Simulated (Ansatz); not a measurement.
# CH2Si (quintet): the correlation ladder, def2-TZVPP

One table from this session's results is given with a row withheld; the runs are named, their logs left out.

Computed with Ansatz 0.2.0, Gaussian basis. Level: def2-TZVPP, core rule «outside noble gas», up to 6 orbitals frozen.

The runs, in order: UHF; ROHF; CCSD(T) on UHF.

2 further runs of the same task are left out: 2 set aside as unsound or not needed.

## What is computed

The geometry is a PBE0/def2-TZVP stationary point (not a proven minimum) of the parent state, kept for this charge and spin.

4 atoms, charge 0, spin multiplicity 5.

Atoms are counted from 1 here; the program's logs count them from 0.

Bond lengths: Si1–C2 1.865 Å, C2–H3 1.091 Å, C2–H4 1.091 Å. Angles: Si1–C2–H3 123.8°, Si1–C2–H4 123.8°, H3–C2–H4 112.4°.

The first run:

The input, in.yaml:

```yaml
crystal:
  periodic: [false, false, false]
  atoms:
    - {symbol: Si, position_ang: [0.000000, 0.000000, 0.650177]}
    - {symbol: C, position_ang: [0.000000, 0.000000, -1.214577]}
    - {symbol: H, position_ang: [0.000000, -0.906814, -1.821841]}
    - {symbol: H, position_ang: [0.000000, 0.906814, -1.821841]}
basis:
  gaussian: {orbitals: def2-TZVPP}
magnetization: {spin_polarized: true, initial_magnetization: 4}
hamiltonian: {xc: hf}
output: {orbitals: {seedname: orbitals}}
```

The run is started by

```sh
ansatz run in.yaml --threads 1 --pin off --events-out ev --progress --plain --max-ram 4096MiB --backend cpu
```

Steps of the session up to this table: UHF; ROHF; CCSD(T) on UHF.

One table of the session follows, with a row left open; its other results are not shown here.

It belongs to the step «Misses and costs». 

```
  method  from UCCSD(T) (meV)
    ROHF              +6350.3
     UHF              +6198.1
    UMP2                    ?
   UCCSD               +226.3
UCCSD(T)                    0
```

Q: Estimate the row for UMP2 from the others.

**Answer.** from UCCSD(T) (meV): +1003.1. In the column «from UCCSD(T) (meV)» it lies between UCCSD (+226.3) and UHF (+6198.1).
